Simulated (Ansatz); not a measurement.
`C=CC(=C)C` → `C=CC1CC1`  (isomerisation)

Isolated molecules relaxed with PBE0-D4/def2-TZVP in Ansatz; ΔE leaves out vibrations. CBS: MP2 limit from def2 TZ/QZ plus the TZ coupled-cluster correction, frozen cores. DFT in def2-TZVPP. HSE06 is defined as in plane-wave codes. Each species was taken in one conformer, which may not be the lowest.

```csv
level,ΔE (kcal/mol),difference from CCSD(T)/CBS
LDA (SPW92),6.8,-4.6
PBE-D4,9.4,-2.0
r2SCAN-D4,9.9,-1.5
r2SCANh-D4,9.2,-2.2
r2SCAN0-D4,8.2,-3.2
HSE06-D4,7.8,-3.6
BHLYP-D4,11.6,0.2
MP2/def2-SVP,7.4,-4.0
CCSD/def2-TZVPP,10.3,-1.1
HF/def2-QZVPP,12.1,0.7
CCSD(T)/CBS,11.4,0
```

Problem. What do rigid-rotor, harmonic-oscillator terms from PBE0-D4/def2-TZVP frequencies (298.15 K, 1 bar) make of the CCSD(T)/CBS value? (Estimate.)

Solution. Ansatz gave: ΔZPE = +0.7 kcal/mol, ΔH = +11.8 kcal/mol, ΔS = -7 J/(mol·K), ΔG = +12.3 kcal/mol.

Largest T1 diagnostic among the species: 0.011.

From r2SCAN to r2SCAN0 (25 % exact exchange), in def2-TZVPP and without D4, ΔE moves by −1.7 kcal/mol. At CCSD(T), def2-SVP lies −1.4 kcal/mol from the extrapolated value and def2-TZVPP −0.4 kcal/mol. Leaving LDA and LC-ωPBE aside and taking each functional with its dispersion term where it has one, the values, not all of them listed here, spread over 8.0 kcal/mol, from PBE-QIDH to BLYP-D4. LDA lies −2.3 kcal/mol from PBE without D4.
